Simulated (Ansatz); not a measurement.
# BClSi: the cost of one run

Computed with Ansatz 0.2.0, Gaussian basis. Level: def2-TZVPP, core rule «outside noble gas», up to 11 orbitals frozen.

The runs, in order: UHF; ROHF; CCSD(T) on UHF.

2 further runs of the same task are left out: 2 set aside as unsound or not needed.

### Step 1. What is computed

The geometry is a PBE0/def2-TZVP stationary point (not a proven minimum) of the parent state, kept for this charge and spin.

3 atoms, charge 0, spin multiplicity 5.

Atoms are counted from 1 here; the program's logs count them from 0.

Bond lengths: B1–Si2 1.881 Å, B1–Cl3 1.690 Å. Angles: Si2–B1–Cl3 180.0°.

### Step 2. UHF

Input file in.yaml:

```yaml
crystal:
  periodic: [false, false, false]
  atoms:
    - {symbol: B, position_ang: [0.000000, 0.000000, 0.063696]}
    - {symbol: Si, position_ang: [0.000000, 0.000000, -1.817242]}
    - {symbol: Cl, position_ang: [0.000000, 0.000000, 1.753546]}
basis:
  gaussian: {orbitals: def2-TZVPP}
magnetization: {spin_polarized: true, initial_magnetization: 4}
hamiltonian: {xc: hf}
output: {orbitals: {seedname: orbitals}}
```

Launch:

```sh
$ ansatz run in.yaml --threads 1 --pin off --events-out ev --progress --plain --max-ram 4096MiB --backend cpu
```

What time and memory should one allow on 1 thread of AMD EPYC 7R13, shared host?

About 7 s, with a peak of 0.32 GiB.
